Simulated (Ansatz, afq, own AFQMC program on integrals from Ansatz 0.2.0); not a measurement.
H$_{3}$O, doublet in cc-pVTZ, levels against CCSDT(Q)

```xyz
4

O    -0.1673   -0.0491    0.0000
H    -0.4166    0.8775    0.0000
H     1.0627   -0.0491    0.0000
H     2.0097   -0.0491    0.0000
```

Basis cc-pVTZ. Only valence electrons are correlated. Integrals, coupled cluster, full CI and functionals: Ansatz 0.2.0; the random walks run on the same integrals in our own AFQMC program. ph-AFQMC/CISD is guided by a CISD state made of CCSD amplitudes; releasing the constraint for a short imaginary time cuts its bias at the price of noise, slowly where states lie close. Error bars are statistical, one sigma.

Determinant: UHF, the one that the program's search chose, which needn't be the lowest solution. The geometry is a point of a scan.

No full CI on the walks' own integrals is used here; CCSDT(Q) serves as the reference and is uncertain by about the last step of the cluster series.

Cautions: unrestricted determinant slightly spin contaminated (⟨S²⟩ 0.81 against 0.75); the released energies are still falling, so no released level is given (meV from the phaseless value at times in 1/Eh: -4 ± 3 at 0.24, -5.4 ± 2.3 at 0.51, -10 ± 4 at 0.99, -16 ± 4 at 1.62, -16 ± 8 at 2.40), though the last usable value meets CCSDT(Q) within the noise.

- T1 diagnostic: 0.0262
- weight of the determinant in the CISD state: 0.912
- ⟨S²⟩ of the determinant: 0.808
- size of the correlated space: 9 electrons in 71 orbitals

Reference: CCSDT(Q), correlation energy -7.854 eV.

```tsv
level	E − E(reference) (kcal/mol)	share of correlation (%)
HF	181.11	0.00
MP2	17.50	90.34
CCSD	5.87	96.76
CCSD(T)	0.56	99.69
CCSDT	0.30	99.84
ph-AFQMC/CISD	0.33 ± 0.09	99.82
```

A walk keeps the symmetry of its determinant, which the program's search chose and which needn't be the lowest solution, so a lower state of the same spin and another symmetry isn't excluded.
